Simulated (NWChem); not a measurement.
Species: ethane (C2H6); SMILES CC

### Question
Give the equilibrium geometry at PBE0-D3(BJ)/def2-TZVP (NWChem) as an XYZ file, with the point group.

### Answer
point group D3d; any orientation.
```
8

C      0.0000     0.0000     0.7593
C      0.0000     0.0000    -0.7593
H     -0.7193     0.7193     1.1579
H      0.9826     0.2633     1.1579
H     -0.2633    -0.9826     1.1579
H     -0.9826    -0.2633    -1.1579
H      0.7193    -0.7193    -1.1579
H      0.2633     0.9826    -1.1579
```
